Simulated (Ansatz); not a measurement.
# CH5 radical (built from SMILES [CH3].[H][H]): single points off equilibrium

An exercise on one series of results from a longer session: the logs are not shown, and one member is left open.

Program: Ansatz 0.2.0, Gaussian basis. Level of theory: single points in def2-TZVPP. These are calculated values, not measurements.

Cores are frozen in the correlated methods. Orbitals are unrestricted.

## Starting geometry

6 atoms, charge 0, spin multiplicity 2.

Atoms are counted from 1 here; the program's logs count them from 0.

Bond lengths: H1–H2 0.802 Å, C3–H4 1.104 Å, C3–H5 1.046 Å, C3–H6 1.299 Å. Angles: H4–C3–H5 123.3°, H4–C3–H6 109.7°, H5–C3–H6 114.7°.

Geometry (Å):

```
H    -0.81460   -0.78310    0.12180
H    -1.40260   -1.32280    0.20460
C     0.37620    0.37190   -0.18500
H     1.32720   -0.18430   -0.11090
H     0.07670    0.88590   -1.04590
H     0.14710    0.99830    0.92940
```

The first run:

run/in.yaml reads:

```yaml
crystal:
  periodic: [false, false, false]
  atoms:
    - {symbol: H, position_ang: [-0.814600, -0.783100, 0.121800]}
    - {symbol: H, position_ang: [-1.402600, -1.322800, 0.204600]}
    - {symbol: C, position_ang: [0.376200, 0.371900, -0.185000]}
    - {symbol: H, position_ang: [1.327200, -0.184300, -0.110900]}
    - {symbol: H, position_ang: [0.076700, 0.885900, -1.045900]}
    - {symbol: H, position_ang: [0.147100, 0.998300, 0.929400]}
basis:
  gaussian: {orbitals: def2-TZVPP}
magnetization: {spin_polarized: true, initial_magnetization: 1}
correlation: {method: ccsd_t}
scf: {omitted_lower_state_checks: [cluster_reference]}
output: {forces: true}
```

The command line of these runs was not kept.

Among the steps run: CCSD(T)/def2-TZVPP; PBE0-D4/def2-TZVPP; wB97M-V/def2-TZVPP; r2SCAN-D4/def2-TZVPP; PBE-D4/def2-TZVPP; BHLYP-D4/def2-TZVPP; LC-wPBE/def2-TZVPP.

One table of the session follows, with a row left open; its other results are not shown here.

```
   method  RMS force component (eV/Å)  angle to CCSD(T) forces (°)  dipole (D)
  CCSD(T)                       1.673                    reference        0.62
  PBE0-D4                       1.673                          5.7        0.63
  wB97M-V                       1.687                          1.7        0.62
r2SCAN-D4                       1.652                          5.1        0.64
   PBE-D4                       1.601                         11.0        0.57
 BHLYP-D4                           ?                            ?           ?
  LC-wPBE                       1.740                          2.7        0.65
```

**Question.** Estimate the row for BHLYP-D4.

As computed: RMS force component (eV/Å): 1.740; angle to CCSD(T) forces (°): 3.8; dipole (D): 0.65.
